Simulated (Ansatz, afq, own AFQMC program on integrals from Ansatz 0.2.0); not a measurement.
**Atomization energy of HfH, quartet**

```xyz
2

Hf    0.0000    0.0000    0.0000
H     0.0000    0.0000    1.8648
```

Atoms in their ground-state spins without spin–orbit coupling (mostly on UHF) minus the molecule (UHF), without zero-point energy. The geometry is a stationary point, not shown to be a minimum.

Basis def2-TZVPP with its core potentials. Noble-gas cores (and the filled d shells of Ga–Kr and In–Xe) are frozen. AFQMC by an in-house program on the Cholesky factors that Ansatz 0.2.0 writes for its CCSD(T) run. ph-AFQMC/CISD is guided by a CISD state made of CCSD amplitudes; releasing the constraint for a short imaginary time cuts its bias at the price of noise, slowly where states lie close. ± is one standard error of the sampling. No spin–orbit coupling. The metal's outer-core s and p shells are frozen, which shifts wave-function levels against functionals. The errors of all members are added in quadrature.

No full CI on the walks' own integrals is used here; CCSDT(Q) serves as the reference and is uncertain by about the last step of the cluster series. Each member takes its own surest rung, up to full CI.

The best estimate is CCSD(T) at the basis-set limit (CBS: def2-TZVPP and def2-QZVPP, with their diffuse functions for anions and beside diffuse sets, CCSD(T) itself extrapolated) plus the step from CCSD(T) to CCSDT(Q) in def2-TZVPP. Rows without CBS are in def2-TZVPP; B2PLYP and the wave-function rows carry a basis error of their own. Core correlation and relativity beyond core potentials are missing, and ± holds the sampling alone.

Cautions: no spin-orbit coupling; outer-core shells of the metal frozen; HfH (quartet): another spin lies lower, the released energies are still falling, so no released level is given (meV from the phaseless value at times in 1/Eh: -2.0 ± 1.2 at 0.60, -2.4 ± 1.2 at 1.20, -8.0 ± 1.2 at 2.00, -10.7 ± 1.3 at 3.00, -9 ± 6 at 4.20), its ph-AFQMC/CISD value lies 15.3 ± 1.9 meV above CCSDT(Q); Hf (triplet): its ph-AFQMC/CISD value lies 43.4 ± 0.8 meV above full CI.

Best estimate: 1.977 eV.

```tsv
level	atomization energy (eV)	error against the best estimate (eV)
HF	1.869	-0.108
MP2	1.956	-0.021
CCSD	1.994	0.017
CCSD(T)	1.955	-0.022
CCSDT	1.941	-0.036
CCSDT(Q)	1.940	-0.037
ph-AFQMC/CISD	1.967 ± 0.002	-0.010 ± 0.002
HF/CBS	1.887	-0.090
MP2/CBS	2.002	0.025
CCSD(T)/CBS	1.994	0.016
PBE	2.311	0.334
r2SCAN	2.563	0.586
PBE0	2.285	0.308
B3LYP	2.131	0.154
wB97M-V	2.012	0.035
B2PLYP	2.008	0.031
```

Correlation beyond CCSD(T) takes off 0.016 eV. Going to the basis-set limit adds 0.038 eV at CCSD(T). The perturbative (T) step is worth −0.039 eV.

Best estimates are given only where the step beyond CCSD(T) is under 0.3 eV and no member's determinant is very poor (T1 over 0.05, or 0.07 for open shells, ⟨S²⟩ too high by 0.3, two states mixed), so the hardest cases are missing from such tables.

The functionals ran in a triple-zeta set and keep a basis error of their own, a few kJ/mol for each bond in atomization energies and more for double hybrids, so close places among them and the extrapolated levels can swap.

CCSDT and higher add their correlation energy to the determinant of the CCSD(T) run, since their own runs factorise the integrals more tightly (a shift of under 2 meV). Each member of a difference takes its own highest rung, so a best estimate needn't equal the limit plus the step of one row. The exponents were fitted on light atoms, and def2 sets of heavy atoms don't grow evenly, so the limit is rough here.
